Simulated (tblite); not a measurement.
Species: C5H8O.
SMILES with atom numbers: `[CH2:1]=[C:2]=[C:3]([CH3:4])[CH2:5][OH:6]` (hydrogens: H7, H8 on C1; H9, H10, H11 on C4; H12, H13 on C5; H14 on O6)

Computed with GFN2-xTB (tblite), gas phase: Langevin dynamics at 200 K from the optimised GFN2-xTB geometry, time step 0.5 fs, friction 0.01 fs⁻¹, 2000 steps. The instantaneous temperature is 2·E(kin)/(3Nk) with all 3N coordinates.

| t (fs) | T (K) | E(pot) above start (eV) | C1=C2 (Å) | C2=C3 (Å) | C3–C4 (Å) | C3–C5 (Å) | C5–O6 (Å) | C1–H7 (Å) | C2–C3–C5–O6 (°) |
| --- | --- | --- | --- | --- | --- | --- | --- | --- | --- |
| 0 | 155 | 0.000 | 1.295 | 1.300 | 1.502 | 1.516 | 1.412 | 1.079 | 108 |
| 25 | 110 | 0.216 | 1.302 | 1.315 | 1.508 | 1.506 | 1.414 | 1.043 | 109 |
| 50 | 144 | 0.257 | 1.300 | 1.285 | 1.492 | 1.527 | 1.412 | 1.075 | 109 |
| 75 | 126 | 0.286 | 1.272 | 1.306 | 1.506 | 1.538 | 1.398 | 1.128 | 110 |
| 100 | 211 | 0.180 | 1.299 | 1.293 | 1.502 | 1.513 | 1.436 | 1.074 | 115 |
| 125 | 149 | 0.288 | 1.297 | 1.328 | 1.504 | 1.485 | 1.459 | 1.039 | 116 |
| 150 | 180 | 0.315 | 1.308 | 1.318 | 1.502 | 1.501 | 1.432 | 1.109 | 118 |
| 175 | 161 | 0.287 | 1.316 | 1.308 | 1.479 | 1.549 | 1.416 | 1.077 | 113 |
| 200 | 207 | 0.240 | 1.310 | 1.318 | 1.510 | 1.521 | 1.387 | 1.081 | 112 |
| 225 | 215 | 0.261 | 1.291 | 1.295 | 1.522 | 1.495 | 1.433 | 1.104 | 108 |
| 250 | 167 | 0.434 | 1.277 | 1.308 | 1.525 | 1.490 | 1.470 | 1.073 | 107 |
| 275 | 166 | 0.357 | 1.303 | 1.288 | 1.494 | 1.500 | 1.434 | 1.054 | 103 |
| 300 | 175 | 0.228 | 1.297 | 1.324 | 1.498 | 1.534 | 1.372 | 1.112 | 107 |
| 325 | 157 | 0.268 | 1.288 | 1.306 | 1.530 | 1.470 | 1.393 | 1.130 | 102 |
| 350 | 189 | 0.160 | 1.302 | 1.285 | 1.497 | 1.532 | 1.439 | 1.082 | 111 |
| 375 | 198 | 0.216 | 1.277 | 1.325 | 1.485 | 1.521 | 1.419 | 1.068 | 117 |
| 400 | 178 | 0.301 | 1.327 | 1.287 | 1.527 | 1.505 | 1.396 | 1.083 | 115 |
| 425 | 193 | 0.319 | 1.287 | 1.325 | 1.494 | 1.558 | 1.414 | 1.082 | 119 |
| 450 | 170 | 0.338 | 1.322 | 1.303 | 1.421 | 1.549 | 1.415 | 1.062 | 111 |
| 475 | 182 | 0.416 | 1.315 | 1.348 | 1.495 | 1.536 | 1.402 | 1.097 | 118 |
| 500 | 230 | 0.349 | 1.318 | 1.297 | 1.491 | 1.526 | 1.387 | 1.069 | 115 |
| 525 | 150 | 0.482 | 1.289 | 1.303 | 1.503 | 1.543 | 1.381 | 1.085 | 117 |
| 550 | 318 | 0.303 | 1.318 | 1.299 | 1.545 | 1.497 | 1.411 | 1.094 | 126 |
| 575 | 238 | 0.322 | 1.294 | 1.330 | 1.539 | 1.452 | 1.439 | 1.041 | 129 |
| 600 | 270 | 0.272 | 1.299 | 1.311 | 1.521 | 1.481 | 1.435 | 1.101 | 132 |
| 625 | 188 | 0.388 | 1.310 | 1.296 | 1.535 | 1.541 | 1.418 | 1.094 | 137 |
| 650 | 200 | 0.473 | 1.270 | 1.292 | 1.528 | 1.536 | 1.379 | 1.074 | 133 |
| 675 | 250 | 0.375 | 1.317 | 1.278 | 1.533 | 1.561 | 1.387 | 1.069 | 137 |
| 700 | 258 | 0.336 | 1.266 | 1.318 | 1.498 | 1.492 | 1.441 | 1.082 | 124 |
| 725 | 220 | 0.309 | 1.294 | 1.277 | 1.521 | 1.506 | 1.471 | 1.126 | 115 |
| 750 | 146 | 0.351 | 1.274 | 1.316 | 1.526 | 1.557 | 1.411 | 1.071 | 109 |
| 775 | 186 | 0.236 | 1.299 | 1.278 | 1.529 | 1.526 | 1.394 | 1.076 | 93 |
| 800 | 295 | 0.221 | 1.269 | 1.306 | 1.530 | 1.518 | 1.402 | 1.094 | 84 |
| 825 | 245 | 0.305 | 1.295 | 1.294 | 1.542 | 1.554 | 1.419 | 1.082 | 99 |
| 850 | 251 | 0.255 | 1.265 | 1.273 | 1.492 | 1.502 | 1.410 | 1.078 | 97 |
| 875 | 190 | 0.336 | 1.287 | 1.287 | 1.569 | 1.568 | 1.398 | 1.053 | 88 |
| 900 | 222 | 0.393 | 1.280 | 1.274 | 1.545 | 1.496 | 1.399 | 1.096 | 91 |
| 925 | 255 | 0.390 | 1.268 | 1.318 | 1.528 | 1.501 | 1.400 | 1.095 | 90 |
| 950 | 273 | 0.430 | 1.312 | 1.283 | 1.558 | 1.514 | 1.432 | 1.085 | 103 |
| 975 | 200 | 0.531 | 1.275 | 1.310 | 1.513 | 1.485 | 1.472 | 1.076 | 111 |
| 1000 | 227 | 0.356 | 1.311 | 1.282 | 1.491 | 1.544 | 1.428 | 1.092 | 97 |

Question: From 500 fs on, how do temperature and potential energy compare with equipartition?

Answer: The mean temperature of these 21 frames is 229 K against the target 200 K, and the mean potential energy 0.35 eV against 36 × kT/2 = 0.31 eV for 36 classical harmonic modes. For 14 atoms in a canonical ensemble the temperature itself scatters by T·√(2/(3N)) = 44 K; here its standard deviation is 43 K. The whole run lasts only 10 friction times of 100 fs, so these averages carry a wide statistical error.

Question: What are the kinetic and total energies of the listed frame with the highest potential energy?

Answer: The one at 975 fs, 0.531 eV above the start. Its kinetic energy is 3NkT/2 = 0.363 eV at 200 K, so the sum is 0.89 eV; over the listed frames the sum runs from 0.28 to 0.92 eV, since the thermostat adds and removes energy.

Question: How much do the listed bonds fluctuate from 500 fs on?

Answer: 
```json
{"bond": "C1=C2", "at the start (Å)": "1.295", "mean (Å)": "1.291", "standard deviation (Å)": "0.018"}
{"bond": "C2=C3", "at the start (Å)": "1.300", "mean (Å)": "1.296", "standard deviation (Å)": "0.016"}
{"bond": "C3–C4", "at the start (Å)": "1.502", "mean (Å)": "1.526", "standard deviation (Å)": "0.021"}
{"bond": "C3–C5", "at the start (Å)": "1.516", "mean (Å)": "1.519", "standard deviation (Å)": "0.030"}
{"bond": "C5–O6", "at the start (Å)": "1.412", "mean (Å)": "1.415", "standard deviation (Å)": "0.026"}
{"bond": "C1–H7", "at the start (Å)": "1.079", "mean (Å)": "1.083", "standard deviation (Å)": "0.017"}
```

The motion is classical and holds no zero-point motion.

What follows is the cost of the whole dynamics run. On INTEL XEON PLATINUM 8581C at 2.10 GHz, one thread, shared host with 80 logical CPUs at a one-minute load of 14, this took 6.2 s wall and 0.18 GiB of memory at its peak.
